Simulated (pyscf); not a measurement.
Routes from F–SiH₃ + silyl (SiH₃•)

Candidate steps break at most two bonds and form at most two. Each was searched with GFN2-xTB (tblite) first. Structures and frequencies: ωB97X-D3(BJ)/def2-SVP in PySCF. Energies: ωB97M-D3(BJ)/def2-TZVP, kJ/mol, from the separated reactants, doublet surface; ΔG‡ with ideal gas, 1 atm, RRHO with modes under 100 cm⁻¹ raised to 100, one conformer, R ln 2 for chiral ones without a mode under 150 cm⁻¹.

```
products                          type   ΔE‡     ΔE  ΔG‡ 298 K  ΔG‡ 900 K  ν‡ (cm⁻¹)
----------------  --------------------  ----  -----  ---------  ---------  ---------
F–SiH₂• + SiH₄    hydrogen abstraction  46.1   +8.8       72.1      133.7      1380i
F–SiH₂–SiH₃ + H•    substitution at Si  90.0  +80.1      119.3      191.1       549i
```

Plain bond fissions and candidates not yet searched are not listed, and one of them may be faster. Each barrier is that of the saddle found; lower ones may exist.
